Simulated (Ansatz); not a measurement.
```yaml
crystal:
  periodic: [false, false, false]
  atoms:
    - {symbol: B, position_ang: [-0.618958, 0.827451, -0.859355]}
    - {symbol: O, position_ang: [0.526860, 0.427746, -0.294134]}
    - {symbol: C, position_ang: [0.577916, -0.627647, 0.644658]}
    - {symbol: H, position_ang: [-1.655678, 0.285896, -0.574806]}
    - {symbol: H, position_ang: [-0.550898, 1.730637, -1.641185]}
    - {symbol: H, position_ang: [-0.416150, -1.046529, 0.825004]}
    - {symbol: H, position_ang: [1.239449, -1.407596, 0.262722]}
    - {symbol: H, position_ang: [0.989560, -0.246959, 1.581394]}
basis:
  gaussian: {orbitals: cc-pVDZ, final_grid: {core_spheres: 20, valence_spheres: 16, degree: 47}}
hamiltonian: {xc: {name: B2PLYP}, dispersion: d4}
output: {forces: true}
```

```sh
$ ansatz run in.yaml --threads 4 --pin off --events-out ev --progress --plain --max-ram 10444MiB
```

**Question.** How does Ansatz answer? (An estimate is asked.)

**Answer.** The calculation gave: The input was rejected before any iteration.
```
Error: invalid value for `hamiltonian.dispersion`: no damping is tabulated for this functional; type it, or the functional that lends it
```
